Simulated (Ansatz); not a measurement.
Elastic constant C11 (GPa) of solids drawn from the class of tetrahedrally bonded semiconductors and semimetals, at two levels: PBE (Ansatz, a first-principles code, plane waves, PAW), and LDA (Ansatz, plane waves, PAW).

```csv
solid,PBE,LDA,shift (%)
zinc-blende BAs,267,290,+8.6
zinc-blende GaP,125,142,+13.6
cubic BN,779,824,+5.8
wurtzite CdS,77.8,93.4,+20
wurtzite AlN,373,397,+6.4
zinc-blende ZnS,96.9,117,+21
wurtzite GaN,324,368,+13.6
zinc-blende CuCl,57.1,83.7,+47
zinc-blende CdS (metastable phase),66.6,81.7,+23
wurtzite ZnO,188,221,+17.6
```

The shifts run from +5.8 % to +47 %, with a median of +15.6 %.

Over all 10 rows LDA is the larger in 10.

Ansatz's runs of these crystals have no spin polarisation.

Each level is taken at its own relaxed cell. Ansatz's density-functional and Hartree–Fock values are scalar-relativistic unless marked +SOC, with PAW data made under PBE.
